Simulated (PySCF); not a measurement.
Isomers of C5H7F. Level of theory: TDDFT B3LYP/def2-SVPD, vertical, gas phase, core orbitals frozen in the response (PySCF 2.14.0, density-fitted response routines). Geometries: PBE0-D3(BJ)/def2-SVP; one conformer of each isolated species. Triplets are in the Tamm–Dancoff approximation.

A. `FC=C1CCC1`
B. `C[C@@]12C[C@@H]1[C@H]2F`
C. `C#CC(C)(C)F`

Lowest singlet levels (six at most, fewer where fewer were computed) with oscillator strengths:

1. 186 nm (f 0.027); 176 nm (f 0.005); 170 nm (f 0.039); 168 nm (f 0.015); 157 nm (f 0.009); 153 nm (f 0.056)
2. 198 nm (f 0.000); 185 nm (f 0.003); 178 nm (f 0.000); 168 nm (f 0.056); 163 nm (f 0.033); 153 nm (f 0.003); T1 5.30 eV
3. 198 nm (f 0.007); 189 nm (f 0.226); 186 nm (f 0.036); 181 nm (f 0.002); 165 nm (f 0.013); 160 nm (f 0.002); T1 4.19 eV

Question: Which spectrum belongs to which structure?

Answer: 1 = B, 2 = C, 3 = A.
- A: S1 at 6.25 eV, HOMO→LUMO+1 (90%); Löwdin shares by element: HOMO carbon 68% or more, fluorine 14% (atoms not listed hold the other 18%); LUMO carbon 56% or more, fluorine 8% (atoms not listed hold the other 36%); HOMO -6.70 and LUMO 0.02 eV.
- B: S1 at 6.68 eV, HOMO→LUMO (99%); Löwdin shares by element: HOMO carbon 73% or more (atoms not listed hold the other 27%); LUMO carbon 37% or more, hydrogen 19% or more (atoms not listed hold the other 44%); HOMO -7.01 and LUMO 0.57 eV.
- C: S1 at 6.27 eV, HOMO→LUMO (93%); Löwdin shares by element: HOMO carbon 84% or more, hydrogen 4% or more; LUMO carbon 69% or more, fluorine 10% (atoms not listed hold the other 21%); HOMO -7.86 and LUMO 0.10 eV; point group Cs, 2 of its 6 listed states under f = 0.0005.
A and C have S1 within 0.03 eV of each other; their strongest listed levels stand at 6.57 eV (f 0.226) and 7.38 eV (f 0.056).
